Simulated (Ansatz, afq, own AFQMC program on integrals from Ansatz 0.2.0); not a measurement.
**CH2, singlet in cc-pVDZ, levels against full CI**

```xyz
3

C     0.0000   -0.1877    0.1062
H     0.0000    1.7206   -2.2333
H     0.0000    0.5155    0.9683
```

Basis cc-pVDZ. Only valence electrons are correlated. AFQMC by an in-house program on the Cholesky factors that Ansatz 0.2.0 writes for its CCSD(T) run. ph-AFQMC/CISD is guided by a CISD state made of CCSD amplitudes; releasing the constraint for a short imaginary time cuts its bias at the price of noise, slowly where states lie close. Uncertainties: one standard error, sampling alone.

Determinant: RHF, the one that the program's search chose, which needn't be the lowest solution. The geometry is a point of a scan.

Full CI on the same integrals is exact in this basis and with this determinant's frozen core.

Cautions: restricted determinant unstable towards unrestricted (UHF 3.83 eV lower, ⟨S²⟩ 1.33); strong correlation (T1 0.089, weight of the determinant 0.61, largest double 0.71); (T) is large, 10 % of the CCSD correlation; CCSD(T) is in doubt: in a space of 6 electrons in 8 natural orbitals full CI lies 103 meV above it; the CCSDT(Q) amplitudes may be one of several solutions (largest double 0.78); the CCSDTQ amplitudes may be one of several solutions (largest double 0.78); the released energies are still falling, so no released level is given (meV from the phaseless value at times in 1/Eh: -16 ± 8 at 0.24, -30 ± 7 at 0.51, -48 ± 7 at 0.99, -78 ± 9 at 1.62, -86 ± 8 at 2.40); the next higher spin lies close (full CI puts it 79 meV above).

The T1 diagnostic is 0.0894. The weight of the determinant in the CISD state is 0.605. The size of the correlated space is 6 electrons in 23 orbitals.

Reference: full CI, correlation energy -6.744 eV. The cautions show a poor starting determinant, so the rows tell how each method copes with it here, and full CI is the sure value.

```json
{"level": "HF", "E − E(reference) (kJ/mol)": "650.7", "share of correlation (%)": "0.00"}
{"level": "MP2", "E − E(reference) (kJ/mol)": "234.7", "share of correlation (%)": "63.93"}
{"level": "CCSD", "E − E(reference) (kJ/mol)": "41.2", "share of correlation (%)": "93.68"}
{"level": "CCSD(T)", "E − E(reference) (kJ/mol)": "-17.7", "share of correlation (%)": "102.72"}
{"level": "CCSDT", "E − E(reference) (kJ/mol)": "0.9", "share of correlation (%)": "99.86"}
{"level": "CCSDT(Q)", "E − E(reference) (kJ/mol)": "0.1", "share of correlation (%)": "99.99"}
{"level": "CCSDTQ", "E − E(reference) (kJ/mol)": "0.0", "share of correlation (%)": "100.00"}
{"level": "ph-AFQMC/CISD", "E − E(reference) (kJ/mol)": "12.2 ± 0.8", "share of correlation (%)": "98.13"}
```

CCSDT and higher add their correlation energy to the determinant of the CCSD(T) run, since their own runs factorise the integrals more tightly (a shift of under 2 meV). A walk keeps the symmetry of its determinant, which the program's search chose and which needn't be the lowest solution, so a lower state of the same spin and another symmetry isn't excluded.
